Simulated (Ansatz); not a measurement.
Geometry optimisation, RKS PBE/6-31G* (Ansatz 0.2.0).

Input:

```yaml
crystal:
  periodic: [false, false, false]
  atoms:
    - { symbol: B, position_ang: [0.112881, -0.321454, 0.031877] }
    - { symbol: H, position_ang: [0.17238, -0.708053, 1.161851] }
    - { symbol: C, position_ang: [1.413075, -0.22654, -0.852429] }
    - { symbol: H, position_ang: [1.605879, -1.263768, -1.20714] }
    - { symbol: H, position_ang: [1.329385, 0.393048, -1.76099] }
    - { symbol: H, position_ang: [2.324832, 0.063141, -0.299334] }
    - { symbol: H, position_ang: [-0.994386, -0.230773, -0.462472] }
    - { symbol: Si, position_ang: [0.000457, 2.629689, 1.104656] }
    - { symbol: H, position_ang: [0.554426, 2.96791, 2.453521] }
    - { symbol: H, position_ang: [0.888098, 3.168874, 0.027955] }
    - { symbol: H, position_ang: [-1.387605, 3.168681, 0.959142] }
    - { symbol: H, position_ang: [-0.034721, 1.147445, 1.012361] }
basis:
  gaussian: { orbitals: "6-31G*" }
hamiltonian:
  xc: pbe
relax:
  f_tol: 0.03
  max_steps: 50
```

Command:

```bash
$ ansatz run input.yaml --threads 1 --pin off --max-ram 2048MiB --backend cpu --events-out ev --progress --plain --runs-dir out
```

Where does it end, and by what steps?

The run converged. After 18 steps the energy has fallen by 0.270 eV; H7 moved furthest, 1.05 Å. Joined: B1–Si8 (3.14 → 2.20 Å), B1–H12 (1.77 → 1.32 Å).

```
step  energy less start (eV)  largest force component (eV/Å)  accepted
   0                  0.0000                           0.585       yes
   1                 -0.0360                           0.287       yes
   2                 -0.0432                           0.082       yes
   3                 -0.0447                           0.044       yes
   4                 -0.0468                           0.062       yes
   5                 -0.0488                           0.088       yes
   6                 -0.0520                           0.159       yes
   7                 -0.0578                           0.187       yes
   8                 -0.0755                           0.198       yes
   9                 -0.0848                           0.797       yes
  10                 -0.1509                           0.384       yes
  11                 -0.1972                           0.532       yes
  12                 -0.1991                           0.906       yes
  13                 -0.2529                           0.294       yes
  14                 -0.2195                           0.544        no
  15                 -0.2668                           0.090       yes
  16                 -0.2679                           0.064       yes
  17                 -0.2690                           0.065       yes
  18                 -0.2702                           0.020       yes
```

```xyz
12
Properties=species:S:1:pos:R:3
B 0.231 0.167 0.268
H -0.308 -0.693 0.932
C 1.506 -0.152 -0.653
H 1.224 -0.909 -1.406
H 1.896 0.721 -1.206
H 2.344 -0.577 -0.073
H -0.693 0.764 -0.310
Si -0.127 2.271 0.789
H 0.669 3.014 1.834
H 0.172 2.951 -0.508
H -1.559 2.343 1.208
H 0.629 0.888 1.294
```

Whether the end is a true minimum wasn't checked by a vibrational analysis.

Run time: 37 s on 1 thread of Arm Neoverse V2, on a shared host, peak memory 0.13 GiB.
